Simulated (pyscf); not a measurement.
Four-centre exchange: O=Cr(=O)(OH)–OH (SMILES [O]=[Cr](=[O])([OH])[OH]) + HCl (SMILES Cl) → O=Cr(=O)(OH)–Cl (SMILES [O]=[Cr](=[O])([OH])[Cl]) + H₂O (SMILES O)

Gas phase, singlet surface, charge 0. Bonds broken: Cr1–O2, Cl8–H9. Bonds formed: Cr1–Cl8, O2–H9. Structures and frequencies: ωB97X-D3(BJ)/def2-SVP in PySCF.

Transition state (Å):

```xyz
9

Cr    -0.6249    -0.3467     0.0036
O     -1.7749     1.1804    -0.0626
O      0.1400    -0.4436     1.3106
O     -1.7726    -1.3540     0.0775
O      0.3270    -0.9015    -1.3234
H     -2.4656     1.2792     0.6081
H     -0.0574    -1.6288    -1.8360
Cl     0.6726     2.0006    -0.4102
H     -0.8401     1.9230    -0.1436
```

One imaginary mode, 774i cm⁻¹; descent along it reached the two sides named.

```csv
bond,change,reactant side (Å),saddle,product side
Cr1–O2,breaks,1.752,1.913,2.8
Cl8–H9,breaks,1.292,1.538,2.567
Cr1–Cl8,forms,3.7,2.7,2.168
O2–H9,forms,1.938,1.197,0.966
```

Electronic energies relative to the separated reactants (kcal/mol):

```json
[
 {"level": "ωB97X-D3(BJ)/def2-TZVP", "barrier": "12.7", "reaction energy": "-7.8", "reverse barrier": "20.5"},
 {"level": "PBE/def2-TZVP", "barrier": "11.5", "reaction energy": "-5.6", "reverse barrier": "17.1"},
 {"level": "r²SCAN/def2-TZVP", "barrier": "11.3", "reaction energy": "-5.4", "reverse barrier": "16.7"},
 {"level": "B3LYP-D3(BJ)/def2-TZVP", "barrier": "13.4", "reaction energy": "-6.3", "reverse barrier": "19.7"},
 {"level": "PBE0-D3(BJ)/def2-TZVP", "barrier": "12.1", "reaction energy": "-6.8", "reverse barrier": "18.8"},
 {"level": "M06-2X/def2-TZVP", "barrier": "13.0", "reaction energy": "-6.6", "reverse barrier": "19.7"},
 {"level": "ωB97M-D3(BJ)/def2-TZVP", "barrier": "14.7", "reaction energy": "-5.9", "reverse barrier": "20.6"},
 {"level": "HF/def2-TZVP", "barrier": "30.4", "reaction energy": "-5.7", "reverse barrier": "36.1"}
]
```

With ωB97M-D3(BJ)/def2-TZVP energies and thermal terms (ideal gas, 1 atm, RRHO with modes under 100 cm⁻¹ raised to 100, one conformer, R ln 2 for chiral ones without a mode under 150 cm⁻¹), in kcal/mol:

| T (K) | ΔH‡ | ΔG‡ | ΔH | ΔG |
|---|---|---|---|---|
| 298 | 14.0 | 24.3 | -4.3 | -5.3 |
| 600 | 13.9 | 34.8 | -4.6 | -6.2 |
| 900 | 14.3 | 45.1 | -5.1 | -6.9 |
| 1200 | 14.7 | 55.3 | -5.5 | -7.4 |

One saddle was located; it need not be the lowest between these sides.
